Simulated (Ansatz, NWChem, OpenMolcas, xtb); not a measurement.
Worked example: SiH2Cl2 → SiCl2 + H2

Species: SiH2Cl2 (dichlorosilane (DCS)) `Cl[SiH2]Cl`, singlet; SiCl2 `Cl[Si]Cl`, singlet; H2 (hydrogen), singlet. 

Shapes, held fixed at every level: PBE0-D4/def2-TZVP. Programs: Ansatz 0.2.0, NWChem 7.3.0, OpenMolcas 26.06, xtb 6.7.1. A level may come from different programs for different species; with the same settings they agree closely. Electronic energies: no zero-point or thermal term.

At PBE0/def2-SVP; 1 Eh = 2625.50 kJ/mol:

| species | energy (Eh) |
| --- | --- |
| SiH2Cl2 | -1210.377915 |
| SiCl2 | -1209.150011 |
| H2 | -1.163616 |

Q: Work out ΔE of the reaction at this level.

A: 
1. Products less reactants: (-1209.150011) + (-1.163616) − [(-1210.377915)] = 0.064288 Eh = +168.8 kJ/mol.

Other levels give +114.2 (HF/3-21G) to +186.0 kJ/mol (HF/def2-SVP). No measured value is set beside it here.
